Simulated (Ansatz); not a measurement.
# B2HSi: the cost of one run

Computed with Ansatz 0.2.0, Gaussian basis. Level: def2-QZVPP, core rule «outside noble gas», up to 7 orbitals frozen.

To be run: UHF; ROHF; CCSD(T) on UHF.

2 further runs of the same task are left out: 2 set aside as unsound or not needed.

**1. What is computed**

The geometry is a PBE0/def2-TZVP stationary point (not a proven minimum) of the parent state, kept for this charge and spin.

4 atoms, charge 1, spin multiplicity 3.

Atoms are counted from 1 here; the program's logs count them from 0.

Bond lengths: B1–B2 1.556 Å, B1–Si3 1.803 Å, B2–Si3 2.031 Å, B2–H4 1.184 Å. Angles: B2–B1–Si3 74.0°, B1–B2–Si3 58.6°, B1–B2–H4 160.2°, Si3–B2–H4 141.2°, B1–Si3–B2 47.4°.

**2. UHF**

File in.yaml:

```yaml
crystal:
  periodic: [false, false, false]
  atoms:
    - {symbol: B, position_ang: [0.000000, -1.009164, 0.569007]}
    - {symbol: B, position_ang: [0.000000, 0.390881, 1.246852]}
    - {symbol: Si, position_ang: [0.000000, 0.194266, -0.774114]}
    - {symbol: H, position_ang: [0.000000, 1.218527, 2.093499]}
basis:
  gaussian: {orbitals: "def2-QZVPP.json"}
total_charge: 1
magnetization: {spin_polarized: true, initial_magnetization: 2}
hamiltonian: {xc: hf}
output: {orbitals: {seedname: orbitals}}
```

Run with:

```bash
$ ansatz run in.yaml --threads 1 --pin off --events-out ev --progress --plain --max-ram 2393MiB
```

What time and memory should one allow on 1 thread of Arm Neoverse V2, shared host?

About 26 s, with a peak of 0.5 GiB.
